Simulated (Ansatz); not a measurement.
# C₃H₆F radical: a ladder of functionals and wavefunction methods

An exercise on one series of results from a longer session: the logs are not shown, and one member is left open.

Computed with Ansatz 0.2.0, Gaussian basis. Level: functionals in def2-TZVPP, the program's frozen cores in correlated methods.

Plan: LDA (SPW92), PBE-D4, revPBE-D4, BLYP-D4, r2SCAN-D4, B97M-V, PBE0-D4, B3LYP-D4, r2SCANh-D4, r2SCAN0-D4, HSE06-D4, BHLYP-D4, CAM-B3LYP-D4, LC-ωPBE, ωB97X-V, ωB97M-V, B2PLYP, PBE-QIDH; CCSD(T)/def2-SVP; CCSD(T)/def2-TZVPP; MP2/def2-QZVPP; extrapolation to the limit; RPA on PBE.

## The relaxed structure

The geometry comes from an earlier relaxation with PBE0-D4 in a triple-zeta def2 set; it is a stationary point, not always the lowest conformer.

10 atoms, charge 0, spin multiplicity 2.

Atoms are counted from 1 here; the program's logs count them from 0.

Bond lengths: C1–C2 1.480 Å, C1–H5 1.094 Å, C1–H6 1.101 Å, C1–H7 1.091 Å, C2–C3 1.475 Å, C2–H8 1.083 Å, C3–F4 1.396 Å, C3–H9 1.101 Å, C3–H10 1.093 Å. Angles: C2–C1–H5 111.2°, C2–C1–H6 111.4°, C2–C1–H7 111.8°, H5–C1–H6 106.5°, H5–C1–H7 108.6°, H6–C1–H7 107.1°, C1–C2–C3 120.8°, C1–C2–H8 120.3°, C3–C2–H8 118.4°, C2–C3–F4 111.1°, C2–C3–H9 111.8°, C2–C3–H10 111.7°, F4–C3–H9 105.8°, F4–C3–H10 107.7°, H9–C3–H10 108.4°.

As a file:

```xyz
10

C    -0.91666    0.89278    0.09044
C     0.44013    0.38666   -0.21318
C     0.78219   -1.03194   -0.00070
F    -0.13025   -1.87090   -0.64258
H    -1.68542    0.20074   -0.26428
H    -1.07068    1.00158    1.17540
H    -1.09526    1.87043   -0.35943
H     1.23716    1.07626   -0.46378
H     0.74407   -1.30701    1.06446
H     1.77791   -1.26980   -0.38356
```

Set-up of the first run:

in.yaml

```yaml
crystal:
  periodic: [false, false, false]
  atoms:
    - {symbol: C, position_ang: [-0.916657, 0.892778, 0.090442]}
    - {symbol: C, position_ang: [0.440130, 0.386663, -0.213178]}
    - {symbol: C, position_ang: [0.782193, -1.031938, -0.000704]}
    - {symbol: F, position_ang: [-0.130246, -1.870898, -0.642584]}
    - {symbol: H, position_ang: [-1.685423, 0.200737, -0.264279]}
    - {symbol: H, position_ang: [-1.070675, 1.001579, 1.175402]}
    - {symbol: H, position_ang: [-1.095261, 1.870427, -0.359430]}
    - {symbol: H, position_ang: [1.237159, 1.076259, -0.463777]}
    - {symbol: H, position_ang: [0.744071, -1.307006, 1.064465]}
    - {symbol: H, position_ang: [1.777910, -1.269800, -0.383558]}
basis:
  gaussian: {orbitals: def2-TZVPP}
magnetization: {spin_polarized: true, initial_magnetization: 1}
hamiltonian: {xc: lda}
output: {orbitals: {seedname: orbitals}}
```

Steps of the session up to this table: LDA; PBE-D4 (GGA); revPBE-D4 (GGA); BLYP-D4 (GGA); r2SCAN-D4 (meta-GGA); B97M-V (meta-GGA); PBE0-D4 (hybrid); B3LYP-D4 (hybrid); r2SCANh-D4 (hybrid); r2SCAN0-D4 (hybrid); HSE06-D4 (hybrid); BHLYP-D4 (hybrid); CAM-B3LYP-D4 (range-separated); LC-ωPBE-D4 (range-separated; the results give it without D4); ωB97X-V (range-separated); ωB97M-V (range-separated); B2PLYP (double hybrid); PBE-QIDH (double hybrid).

One table of the session follows, with a row left open; its other results are not shown here.

It belongs to the step «Orbital energies across the functionals». 

```
  functional  HOMO (eV)  LUMO (eV)  gap (eV)
 LDA (SPW92)      -4.68      -3.32      1.35
      PBE-D4      -4.73      -2.78      1.94
   revPBE-D4      -4.70      -2.63      2.07
     BLYP-D4      -4.56      -2.79      1.77
   r2SCAN-D4      -5.16      -2.10      3.05
      B97M-V      -4.96      -2.43      2.53
     PBE0-D4      -6.08      -1.53      4.56
    B3LYP-D4          ?          ?         ?
  r2SCANh-D4      -5.66      -1.69      3.97
  r2SCAN0-D4      -6.42      -1.07      5.35
    HSE06-D4      -5.68      -1.92      3.75
    BHLYP-D4      -7.30      -0.40      6.89
CAM-B3LYP-D4      -7.42      -0.52      6.90
     LC-ωPBE      -8.90       1.01      9.91
     ωB97X-V      -8.32       0.50      8.82
     ωB97M-V      -8.13       0.34      8.46
```

Q: Estimate the row for B3LYP-D4 from the others.

Worked estimate for «HOMO (eV)». Against the share of exact exchange, BLYP-D4 (0, -4.56), BHLYP-D4 (0.5, -7.30) give a slope of -5.48 per unit share; at 0.2 the line stands at -5.66.

The run gave: HOMO (eV): -5.79; LUMO (eV): -1.99; gap (eV): 3.80. In «HOMO (eV)» the line misses by +0.13.
